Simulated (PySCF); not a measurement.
Compound: methyl ethyl formamide, C4H9NO.
SMILES with atom numbers: `[CH3:1][CH2:2][N:3]([CH3:4])[CH:5]=[O:6]` (hydrogens: H7, H8, H9 on C1; H10, H11 on C2; H12, H13, H14 on C4; H15 on C5)

All values: wB97X-D/pcSseg-2 (PySCF, non-relativistic), on one gas-phase PBE0-D3(BJ)/def2-TZVP geometry that isn't relaxed in the solvent. The solvent is an IEF-PCM continuum (cavity from Bondi-type radii × 1.2). Only the electrostatic response of the medium enters.

Gas phase at wB97X-D/pcSseg-2: HOMO -8.94 eV, LUMO 2.06 eV, dipole 4.26 D.

Task: What does the continuum do to the energy, the frontier levels and the dipole at wB97X-D/pcSseg-2 in chloroform?

Result: 
```csv
solvent,ε,E(solvent) − E(gas) (kcal/mol),polarisation term (kcal/mol),distortion of the solute (kcal/mol),HOMO (eV),LUMO (eV),dipole (D)
chloroform,4.711,-5.37,-6.32,0.95,-8.91,2.32,5.22
```

The polarisation term is half the interaction of the solute with the surface charges that it induces; the rest is the cost of distorting the solute's density. The sum is the electrostatic part of solvation alone.

Task: Which radius a makes the point-dipole formula ΔE = −[(ε − 1)/(2ε + 1)]·μ²/a³ give the value in chloroform, with the gas-phase dipole?

Result: μ = 1.678 au and |ΔE| = 0.00856 Eh give a = 2.59 Å; the farthest nucleus lies 2.86 Å from the centroid of the nuclei, so such a sphere wouldn't even hold the nuclei. The formula assumes a rigid point dipole at the centre of a sphere.

Shape of the structure used: `[CH3:1][CH2:2][N:3]([CH3:4])[CH:5]=[O:6]`: C1–C2–N3–C4 -70°, C2–N3–C5–O6 -179°.

wB97X-D is run here without its empirical dispersion term; that term would change no orbital, density or response property at a fixed geometry.
